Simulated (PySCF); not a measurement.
# Gas-phase XPS of `C/C=C/F`, computed

Compound: C3H5F.
Z-matrix (Å and degrees, PBE0-D3(BJ)/def2-SVP geometry), rows numbered from 1:
```
C 
C   1  1.4918
C   2  1.3290  1  123.88
F   3  1.3322  2  122.61  1  -179.85
H   1  1.1004  2  111.79  3    -0.32
H   1  1.1025  2  111.29  3   120.27
H   1  1.1025  2  111.29  3  -120.90
H   2  1.0955  1  118.71  3  -179.92
H   3  1.0956  2  124.80  1     0.12
```

Method: delta-SCF UKS SCAN, pcX-2 on the ionised atom, pcseg-1 elsewhere, spin-free X2C (PySCF 2.14.0). Vertical ΔSCF values, vacuum level as zero.

Q: List the computed XPS lines with their assignment.

A: 
```
atom(s)         environment  level  binding energy (eV)  above the level's lowest (eV)  count
     C2    alkene CH carbon   C 1s               290.72                           0.00      1
     C1      allylic carbon   C 1s               291.22                          +0.50      1
     C3  vinylic C–F carbon   C 1s               292.67                          +1.95      1
     F4      vinyl fluorine   F 1s               692.99                           0.00      1
```

Lowest listed C 1s: C2, bonded to C (double bond), C and H. Highest, 1.95 eV above it: C3, bonded to F, C (double bond) and H. The widest gap between neighbouring values is 1.45 eV, between 291.22 and 292.67 eV. Summing the Pauling electronegativity differences to the bonded atoms, each weighted by its formal bond order, gives -0.35 for the lowest site and +1.08 for the highest; no listed site has a larger sum than the highest. The smallest sum, -1.05, belongs to C1, 0.50 eV above the lowest.

Q: Which effective nuclear charge Zeff reproduces each element's mean 1s value in the hydrogen-like formula E = 13.606 eV × Zeff²?

A: C (Z = 6): mean 291.5 eV, Zeff = 4.63, Z − Zeff = 1.37; F (Z = 9): mean 693.0 eV, Zeff = 7.14, Z − Zeff = 1.86. Means run over the listed sites, weighted by atom count.

Q: Which photon energy gives electrons from C 1s of C2 a kinetic energy of 150 eV, and what is their de Broglie wavelength?

A: hν = 290.72 + 150 = 440.72 eV, recoil neglected; λ = 12.264 Å/√(E/eV) = 1.00 Å.

Geometry: PBE0-D3(BJ)/def2-SVP; no solvent, vibrations or thermal averaging.
